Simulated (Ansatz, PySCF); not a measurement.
Gas-phase reaction (SMILES): FF [molecular fluorine] -> 2 F atom; the F-F bond at the site shown breaks (other sites are not compared here).

Structures are relaxed separately at B3LYP-D3(BJ)/def2-TZVP in Ansatz (a program for electronic structure). Cores are frozen in the correlated levels unless marked. UHF or UKS for open shells. No spin-orbit coupling. No relativistic terms. CBS marks a two-point X^-3 extrapolation of the correlation energy; Hartree-Fock from the larger set (for Q and 5 zeta extrapolated as (X+1)exp(-9√X)). Unstable Hartree-Fock reference: FF. Thermal terms are rigid-rotor harmonic-oscillator values from B3LYP-D3(BJ) frequencies (PySCF) at 298.15 K and 1 atm. 1 Eh = 627.5095 kcal/mol. Atoms have translation alone.

```json
[
 {"species": "FF", "E, CCSD(T)/CBS(cc-pVQZ,cc-pV5Z) (Ansatz) (Eh)": "-199.40011", "E, wB97M-V/def2-TZVPD (Ansatz) (Eh)": "-199.55223", "H - E (Eh)": "0.00573"},
 {"species": "F atom", "E, CCSD(T)/CBS(cc-pVQZ,cc-pV5Z) (Ansatz) (Eh)": "-99.66950", "E, wB97M-V/def2-TZVPD (Ansatz) (Eh)": "-99.74647", "H - E (Eh)": "0.00236"}
]
```

Work out ΔE and ΔH at 298.15 K at the first level, then ΔH at the second.


1. ΔE = [2×(-99.66950)] - [(-199.40011)] = 0.06111 Eh = 38.3 kcal/mol at CCSD(T)/CBS(cc-pVQZ,cc-pV5Z).
2. The terms H - E add up to -0.00101 Eh, so ΔH = (0.06111 + (-0.00101))×627.5095 = 37.7 kcal/mol.
3. At wB97M-V/def2-TZVPD the same steps give ΔE = 37.2 and ΔH = 36.6 kcal/mol, a shift of -1.1 from the first level.
4. Tabulated enthalpies of formation (FF 0.0 kcal/mol, zero by definition; F atom 19.0 kcal/mol, ATcT 1.112) give ΔH = 38.0, so the errors are -0.3 and -1.4 kcal/mol; the tables hold anharmonic motion, scalar relativity, spin-orbit effects, which both levels lack, and core correlation, which the frozen-core level lacks.
